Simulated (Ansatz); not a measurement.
# Rock-salt TiC

All values below come from r²SCAN+rVV10 (Ansatz, a quantum-chemistry and plane-wave program, PAW).

Run with plane-wave cutoff 500 eV, 16×16×16 k mesh, Fermi–Dirac smearing 0.05 eV, no spin polarisation, scalar-relativistic PAW data made under PBE.

Cell: relaxed at this level.

For rock-salt TiC, the equilibrium volume per atom is 10.08 Å³/atom and the lattice parameter a comes out as 4.321 Å.

Measured, for comparison: equilibrium volume per atom 10.15 Å³/atom, lattice constant a 4.33 Å (temperature not stated, not corrected to a static lattice; as tabulated in Zhang et al. (2018), doi:10.1088/1367-2630/aac7f0). Computed (rounded) less measured: equilibrium volume per atom -0.7 %, lattice constant a -0.2 %. A static lattice is as a rule a little smaller and stiffer than an uncorrected measurement, which narrows the difference in the equilibrium volume per atom and would widen misses of the other sign.

The computed numbers hold no vibrational or temperature effects.

Cost on a shared machine: around 22 core-seconds (rough).
